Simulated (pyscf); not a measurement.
Structures and frequencies: ωB97X-D3(BJ)/def2-SVP in PySCF.

Problem. PBE/def2-TZVP puts the barrier of H₃Ge–SnH₃ + water (H₂O) → HO–GeH₂–SnH₃ + hydrogen (H₂) (four-centre exchange; singlet surface; Ge–H, H–O broken, Ge–O, H–H formed) at 164.6 kJ/mol and the reaction energy at +4.5 kJ/mol, from the separated reactants. What do PBE0-D3(BJ)/def2-TZVP, M06-2X/def2-TZVP, ωB97M-D3(BJ)/def2-TZVP give on the same structures?

Solution. PBE0-D3(BJ): ΔE‡ = 178.3 kJ/mol, ΔE = +8.3 kJ/mol; M06-2X: ΔE‡ = 177.6 kJ/mol, ΔE = -14.5 kJ/mol; ωB97M-D3(BJ): ΔE‡ = 189.3 kJ/mol, ΔE = +6.4 kJ/mol. PBE's barrier lies under all of them, by 13.0 to 24.7 kJ/mol. Its reaction energy lies among theirs. Low barriers are usual for a GGA, whose delocalisation error favours stretched bonds. On the reactant side the descent ends in a complex (not fully relaxed), 17.8 kJ/mol under the separated species and 206.1 kJ/mol under the saddle at ωB97X-D3(BJ)/def2-TZVP. At the saddle there is also a short Ge–H contact that neither side keeps. This is the saddle that the search found; another between the same sides may lie lower. Elements up to Kr have no core potential and no relativistic terms here. Elements past Kr carry the def2 core potentials, without spin-orbit coupling.
